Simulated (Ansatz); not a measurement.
Input file:

```yaml
crystal:
  periodic: [false, false, false]
  atoms:
    - {symbol: C, position_ang: [0.000000, 0.000000, -1.356800]}
    - {symbol: N, position_ang: [0.000000, 0.000000, -0.175700]}
    - {symbol: Si, position_ang: [0.000000, 0.000000, 1.532500]}
basis:
  gaussian: {orbitals: cc-pVDZ, fitting: {mean_field: def2-universal-jkfit}}
total_charge: 1
magnetization: {spin_polarized: true, initial_magnetization: 4}
correlation: {method: ccsd, electrons: all}
accuracy: high
output: {forces: true}
```

```sh
$ ansatz run in.yaml --threads 1 --pin off --events-out ev --progress --plain --max-ram 2393MiB
```

Log:

```
280 factors; integrals over basis functions are off by at most 2.9e-2 eV
mean field evaluation 1: about -10347.2747 eV, gradient 4.2e1 eV
mean field evaluation 2: about -10334.7471 eV, gradient 6.0e1 eV
mean field evaluation 4: about -10360.1181 eV, gradient 5.2e0 eV
mean field evaluation 8: about -10361.0471 eV, gradient 4.7e-1 eV
mean field evaluation 16: about -10360.1183 eV, gradient 5.2e0 eV
mean field evaluation 32: about -10354.6133 eV, gradient 2.4e0 eV
mean field evaluation 64: about -10357.6911 eV, gradient 2.8e-1 eV
mean field evaluation 96: about -10355.9816 eV, gradient 1.8e1 eV
mean field evaluation 128: about -10353.6194 eV, gradient 6.8e-2 eV
mean field evaluation 160: about -10355.5781 eV, gradient 7.8e-1 eV
...
mean field -10361.05665416 eV, -380.7618090638 hartree, gradient 1.6e-8 eV, S^2 6.416163; 2 other end points of the search recorded, 0 dependent functions left out
determinant -10361.05665416 eV, -380.7618090638 hartree, with singles and doubles -10368.79607686 eV, -381.0462276022 hartree
determinant -10358.39560609 eV, -380.6640173509 hartree, with singles and doubles -10365.99564040 eV, -380.9433134604 hartree
determinant -10357.69683521 eV, -380.6383379948 hartree, with singles and doubles -10365.14129599 eV, -380.9119168826 hartree
reference -10361.05665416 eV, -380.7618090638 hartree; 15, 11 occupied and 31, 35 virtual orbitals, 280 factors
second order -6.72854994 eV of doubles, -0.00000000 eV of singles
...
cycle  11  -7.74856904 eV  change    2.4e-6 eV  update   8.3e-7
cycle  12  -7.74856814 eV  change    9.0e-7 eV  update   2.9e-7
cycle  13  -7.74856777 eV  change    3.8e-7 eV  update   1.2e-7
cycle  14  -7.74856767 eV  change    9.4e-8 eV  update   4.7e-8
cycle  15  -7.74856789 eV  change   -2.2e-7 eV  update   6.0e-8
cycle  16  -7.74856793 eV  change   -4.2e-8 eV  update   2.6e-8
cycle  17  -7.74856798 eV  change   -5.1e-8 eV  update   1.1e-8
cycle  18  -7.74856800 eV  change   -1.6e-8 eV  update   4.6e-9
cycle  19  -7.74856801 eV  change   -7.3e-9 eV  update   1.9e-9
cycle  20  -7.74856801 eV  change   -1.9e-9 eV  update  7.4e-10
the calculation of the forces begins
Total energy: -10368.80522217 eV, -381.0465636860 hartree
Atom 0 at     0.000000     0.000000    -1.356800 Å, force    -0.000000    -0.000000    -0.382647 eV/Å
Atom 1 at     0.000000     0.000000    -0.175700 Å, force     0.000000     0.000000    -0.194799 eV/Å
Atom 2 at     0.000000     0.000000     1.532500 Å, force     0.000000     0.000000     0.577446 eV/Å
Dipole moment:    -0.000000    -0.000000    -0.073960 e Å
```

Forces (eV/Å):
```
C    0.000  0.000 -0.383
N    0.000  0.000 -0.195
Si   0.000  0.000  0.577
```

Ran on 1 thread of Arm Neoverse V2, shared host: 14 s wall, 0.23 GiB peak host memory.
